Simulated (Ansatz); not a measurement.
## Relaxing Zn

These are results of DFT r2SCAN, scalar-relativistic, plane waves, PAW (Ansatz), not measurements. Cutoff 500 eV, Γ-centred k mesh, Gaussian smearing, no spin polarisation in the final step.

The start puts Zn on the beta-tin structure type (I4_1/amd, No. 141), at a guessed volume.

```
CELL_PARAMETERS angstrom
-2.42568 2.42568 1.32325
2.42568 -2.42568 1.32325
2.42568 2.42568 -1.32325
ATOMIC_POSITIONS crystal
Zn 0.00000 0.00000 0.00000
Zn 0.75000 0.25000 0.50000
```

Cell and atoms relax at zero pressure; the relaxation can't lower the symmetry of the start. After a coarse first stage the cell is made exact in the group found at 0.06 Å.

Energies count from the standard state of Zn at the same level.

(1) Describe the relaxed structure.

(2) What are its volume, energy, density and gap?

Results:

(1) It keeps I4_1/amd (No. 141). The result has the beta-tin structure. Conventional cell: a = 5.158 Å, c = 2.469 Å. Around Zn lie 2 Zn at 2.47 Å, 4 Zn at 2.65 Å and 4 Zn at 3.18 Å.

Space group I4_1/amd:1 (No. 141). a = 5.158 Å, b = 5.158 Å, c = 2.469 Å, α = 90.00°, β = 90.00°, γ = 90.00°
```tsv
atom	site	symmetry	x	y	z
Zn	4a	-4m2	0.0000	0.0000	0.0000
```

(2) The volume per atom is 16.43 Å³. The density is 6.61 g/cm³, the energy over the standard structure is 0.24 eV/atom and the gap on the 24×24×24 mesh is 0 eV (a metal).

The final run used a 24×24×24 mesh on its 2-atom cell and 0.10 eV smearing. For metals, differences of a few meV/atom aren't resolved. Symmetry constrained the relaxation, so the result can be a saddle point.

This form isn't the element's structure at ambient conditions.